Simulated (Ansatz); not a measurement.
Results of r²SCAN (PAW; Ansatz, a quantum-chemistry and plane-wave program) for bcc Rb.

A relaxed, unreconstructed slab of the (211) face has 6 atoms, two equal faces of 40.378 Å² each and an energy of -19667.4716 eV. A bulk cell of 6 atoms with the same orientation and in-plane k mesh has -19667.9811 eV. Energies are extrapolated to zero smearing.

Numerical settings: plane-wave cutoff 500 eV, 8×12×1 k mesh (along the axes of the cell as run), Fermi–Dirac smearing 0.1 eV, scalar-relativistic PAW data made under PBE.

Worked out: γ = (E_slab − N E_bulk per atom)/2A = [-19667.4716 − 6 × (-19667.9811/6)]/(2 × 40.378) = 0.0063 eV/Å². With 16.022 J/m² per eV/Å² this is 0.10 J/m², or 0.25 eV per surface cell and face.
